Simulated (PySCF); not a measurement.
NO2, SMILES [O]N=O (connectivity only; charge and spin as stated), charge -1, multiplicity 1. Atoms are numbered in the order given.

```xyz
3

O      0.0000     1.0684    -0.2003
N      0.0000     0.0000     0.4579
O      0.0000    -1.0684    -0.2003
```
Charge -1, spin multiplicity 1.

The structure is a stationary point at B3LYP-D3(BJ)/def2-TZVPD. The multiplicity is an assumed one; other spin states were not compared. The isomer is the one that the SMILES or the coordinates give; other isomers of the formula were not compared.

These are B3LYP/def2-TZVPD (PySCF) values and carry that method's errors.

The molecule is in vacuum. A positive occupied level means that this level leaves the electron formally unbound; only the finite basis holds it.

| Property | Value |
|---|---|
| total energy | -205.24904 hartree |
| point group | C2v |
| highest occupied level | 0.01 eV |
| lowest empty level | 5.08 eV |
| orbital gap | 5.07 eV |
| dipole moment about the centre of nuclear charge | 0.089 e·Å |
| mean static polarisability | 31.5 bohr³ (4.66 Å³) |
| polarisability, principal values | 22.3, 30.5, 41.6 bohr³ |
